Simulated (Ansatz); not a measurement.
**C3H4F2: basis-set convergence**

One table from this session's results is given with a row withheld; the runs are named, their logs left out.

Method: one geometry, several basis sets; program: Ansatz 0.2.0, Gaussian basis.

Plan: PBE0-D4/def2-SVP; ωB97M-V/def2-SVP; PBE0-D4/def2-QZVPP; ωB97M-V/def2-QZVPP; CCSD(T)/cc-pV(D+d)Z; CCSD(T)/cc-pV(T+d)Z; CCSD(T)/cc-pV(Q+d)Z; the functionals' def2-TZVPP values are taken from earlier runs.

### Structure used throughout

An earlier PBE0-D4 in a triple-zeta def2 set relaxation fixed the geometry.

SMILES `F[C@H]1C[C@@H]1F`, 9 atoms, charge 0, spin multiplicity 1.

Atoms are counted from 1 here; the program's logs count them from 0.

Bond lengths: F1–C2 1.360 Å, C2–C3 1.495 Å, C2–C4 1.476 Å, C2–H6 1.084 Å, C3–C4 1.495 Å, C3–H7 1.083 Å, C3–H8 1.083 Å, C4–F5 1.360 Å, C4–H9 1.084 Å. Angles: F1–C2–C3 118.7°, F1–C2–C4 118.3°, F1–C2–H6 112.8°, C3–C2–C4 60.4°, C3–C2–H6 118.7°, C4–C2–H6 118.6°, C2–C3–C4 59.1°, C2–C3–H7 116.7°, C2–C3–H8 118.3°, C4–C3–H7 118.3°, C4–C3–H8 116.7°, H7–C3–H8 115.9°, C2–C4–C3 60.4°, C2–C4–F5 118.3°, C2–C4–H9 118.6°, C3–C4–F5 118.7°, C3–C4–H9 118.7°, F5–C4–H9 112.8°.

The first run:

in.yaml reads:

```yaml
crystal:
  periodic: [false, false, false]
  atoms:
    - {symbol: F, position_ang: [-0.868008, -0.494951, 1.676716]}
    - {symbol: C, position_ang: [-0.168397, 0.252548, 0.780961]}
    - {symbol: C, position_ang: [0.775900, -0.438424, -0.149970]}
    - {symbol: C, position_ang: [-0.512311, 0.133312, -0.649373]}
    - {symbol: F, position_ang: [-0.475642, 1.255759, -1.417072]}
    - {symbol: H, position_ang: [0.104614, 1.227183, 1.169407]}
    - {symbol: H, position_ang: [1.694709, 0.083374, -0.386858]}
    - {symbol: H, position_ang: [0.843649, -1.518182, -0.103785]}
    - {symbol: H, position_ang: [-1.306016, -0.546820, -0.937126]}
basis:
  gaussian: {orbitals: def2-SVP}
hamiltonian: {xc: pbe0, dispersion: d4}
output: {orbitals: {seedname: orbitals}}
```

Command:

```console
$ ansatz run in.yaml --threads 2 --pin off --events-out ev --progress --plain --max-ram 32768MiB --backend cpu
```

Steps of the session up to this table: PBE0-D4 in def2-SVP; ωB97M-V in def2-SVP; PBE0-D4 in def2-QZVPP; ωB97M-V in def2-QZVPP.

One of the session's tables, all rows but one given; the rest of the session is left out.

| functional | basis | HOMO (eV) | LUMO (eV) |
| --- | --- | --- | --- |
| PBE0-D4 | def2-SVP | -8.19 | 1.52 |
| PBE0-D4 | def2-TZVPP | -8.31 | 1.14 |
| PBE0-D4 | def2-QZVPP | -8.35 | 0.78 |
| ωB97M-V | def2-SVP | -10.53 | 3.44 |
| ωB97M-V | def2-TZVPP | ? | ? |
| ωB97M-V | def2-QZVPP | -10.71 | 2.07 |

Estimate the missing values for ωB97M-V, def2-TZVPP.

**Answer.** HOMO (eV): -10.66; LUMO (eV): 2.88. In the column «HOMO (eV)» it lies between ωB97M-V, def2-QZVPP (-10.71) and ωB97M-V, def2-SVP (-10.53).
